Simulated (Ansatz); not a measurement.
HfO2 (P2₁/c, No. 14), treated with LDA in Ansatz (plane waves, PAW).

Numerical settings: plane-wave cutoff 520 eV, 8×8×8 k mesh, scalar-relativistic PAW data made under PBE.

Computed at the level's own relaxed cell.

Q: Estimate the Voigt–Reuss–Hill bulk modulus, Voigt–Reuss–Hill shear modulus (Hill average), Young modulus and Poisson ratio that the calculation returns.

A: 
- Voigt–Reuss–Hill bulk modulus = 202 GPa
- Voigt–Reuss–Hill shear modulus (Hill average) = 106 GPa
- Young modulus = 271 GPa
- Poisson ratio = 0.276

Note: the relaxation could not lower the start's symmetry, so the cell can be a saddle point above a distorted one.

Elastic constants are with the ions relaxed.

Spin–orbit coupling is not included.

It cost roughly 9 core-hours of CPU time.

Ansatz is a quantum-chemistry and plane-wave program.
